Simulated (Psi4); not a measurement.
# BNH4 (SMILES BN): a first try and a second

Wanted: the energy of BNH4, UMP2/pcseg-2 (Cholesky decomposition, density fitting for correlation).

Program for the calculation: Psi4 1.11.

4 further runs of the same task are left out: 1 that didn't finish, 3 set aside as unsound or not needed.

**1. The structure to begin with**

The species is BNH4 (6 atoms), meant as a singlet with charge 0. As SMILES, `BN`. The coordinates come from a PBE0-D4/def2-TZVP relaxation.

Bond lengths: B1–N2 1.385 Å, B1–H3 1.197 Å, B1–H4 1.197 Å, N2–H5 1.006 Å, N2–H6 1.006 Å. Angles: B1–N2–H5 123.2°, B1–N2–H6 123.2°, N2–B1–H3 119.0°, N2–B1–H4 119.0°, H5–N2–H6 113.5°, H3–B1–H4 122.0°.

**2. First attempt**

input.in reads:

```
memory 1600 mb

molecule geom {
  0 1
  B     -0.24226289    -1.28425787    -0.04837699
  N      0.27608899     1.28010048     0.02040904
  H      0.42670016    -2.58514534     1.67713194
  H     -1.34548500    -2.13293388    -1.83152256
  H     -0.22979070     2.48253321    -1.36211459
  H      1.19430691     2.11913888     1.45754576
  units au
  symmetry c1
}

set {
  basis       pcseg-2
  reference   uhf
  scf_type    cd
  freeze_core true
  mp2_type    df
  docc        [9]
}

result = energy('mp2')
```

Command:

```console
$ psi4 input.in input.out -n 1
```

input.out:

```text
Psi4 1.11 release

   => Loading Basis Set <=

    Name: PCSEG-2
    Role: ORBITAL
    Keyword: BASIS

RuntimeError:
Fatal Error: Got 9 alpha electrons, expected 8.
DOCC and SOCC must specify the occupation of all electrons or none.

Printing out the relevant lines from the Psithon --> Python processed input file:
    core.set_global_option("REFERENCE", "uhf")
    core.set_global_option("SCF_TYPE", "cd")
    core.set_global_option("FREEZE_CORE", "true")
    core.set_global_option("MP2_TYPE", "df")
    core.set_global_option("DOCC", [9])
--> result = energy('mp2')

!----------------------------------------------------------------------------------!
!                                                                                  !
! Fatal Error: Got 9 alpha electrons, expected 8.                                  !
! DOCC and SOCC must specify the occupation of all electrons or none.              !
!                                                                                  !
!----------------------------------------------------------------------------------!

    Psi4 run time: 0:00:00.07
```

It took 0.86 s on 1 thread of INTEL XEON PLATINUM 8581C at 2.30GHz (Emerald Rapids), shared host; peak memory 0.26 GiB.

**3. What went wrong**

The program refused the input.

The log says `Fatal Error: Got 9 alpha electrons, expected 8.`. What is wrong: the orbital occupation or active space doesn't match the electron count or the lowest state. To mend it: docc at its default in place of (9).

**4. The mended input**

input.dat reads:

```
memory 1600 MB

molecule geom {
  B     -0.24226289    -1.28425787    -0.04837699
  N      0.27608899     1.28010048     0.02040904
  H      0.42670016    -2.58514534     1.67713194
  H     -1.34548500    -2.13293388    -1.83152256
  H     -0.22979070     2.48253321    -1.36211459
  H      1.19430691     2.11913888     1.45754576
  units bohr
}

set {
  basis pcseg-2
  reference uhf
  scf_type cd
  freeze_core true
  mp2_type df
}

energy_value, wavefunction = energy("mp2", return_wfn=True)
print_variables()
```

Command:

```console
$ psi4 -i input.dat -o output.dat -n 1
```

output.dat:

```text
[...]
  Running in c1 symmetry.
[...]
  Nuclear repulsion =   32.316093054913715
[...]
  Multiplicity = 1
[...]
  Nalpha       = 8
  Nbeta        = 8
[...]
    Number of basis functions: 116
[...]
   @UHF iter   1:   -81.43435860871746   -7.53655e-01   3.81569e-03 DIIS/ADIIS
[...]
   @UHF iter  10:   -81.52558658456128   -6.29541e-12   2.54545e-09 DIIS
[...]
   @S^2 Observed:               -7.105427358E-15
[...]
    Orbital Energies [Eh]
    ---------------------
    Alpha Occupied:
       1A    -15.549742     2A     -7.578711     3A     -1.161344
       4A     -0.717485     5A     -0.685438     6A     -0.553988
       7A     -0.462988     8A     -0.440575
    Alpha Virtual:
       9A      0.104294    10A      0.109167    11A      0.128784
      12A      0.158492    13A      0.194194    14A      0.199200
      15A      0.210265    16A      0.253621    17A      0.267055
      18A      0.392187    19A      0.473607    20A      0.475634
      21A      0.493741    22A      0.526281    23A      0.540621
      24A      0.586880    25A      0.610032    26A      0.705768
[...]
  @UHF Final Energy:   -81.52558658456128
   => Energetics <=
    Nuclear Repulsion Energy =             32.3160930549137149
    One-Electron Energy =                -173.3828175506280331
    Two-Electron Energy =                  59.5411379111530294
    Total Energy =                        -81.5255865845612817
  UHF NO Occupations:
  HONO-2 :    6  A 2.0000000
  HONO-1 :    7  A 2.0000000
[...]
 Multipole Moments:
 ------------------------------------------------------------------------------------
     Multipole            Electronic (a.u.)      Nuclear  (a.u.)        Total (a.u.)
 ------------------------------------------------------------------------------------
 L = 1.  Multiply by 2.5417464519 to convert [e a0] to [Debye]
 Dipole X            :          0.0515675            0.0811556            0.1327231
 Dipole Y            :          0.2556786            0.4016450            0.6573236
 Dipole Z            :          0.0069256            0.0107185            0.0176441
 Magnitude           :                                                    0.6708212
[...]
```

Run time: 4.5 s. Hardware: 1 thread of INTEL XEON PLATINUM 8581C at 2.30GHz (Emerald Rapids), shared host; peak memory 0.28 GiB.

**5. Summary of results**

At UMP2/pcseg-2 (Cholesky decomposition, density fitting for correlation):

| quantity | value |
| --- | --- |
| total energy | -81.84912 Eh |
| HOMO energy (Hartree–Fock orbitals) | -11.99 eV |
| LUMO energy (Hartree–Fock orbitals) | 2.84 eV |
| HOMO–LUMO gap (Hartree–Fock orbitals) | 14.83 eV |
| correlation energy (2 core orbitals frozen) | -323.5 mEh |
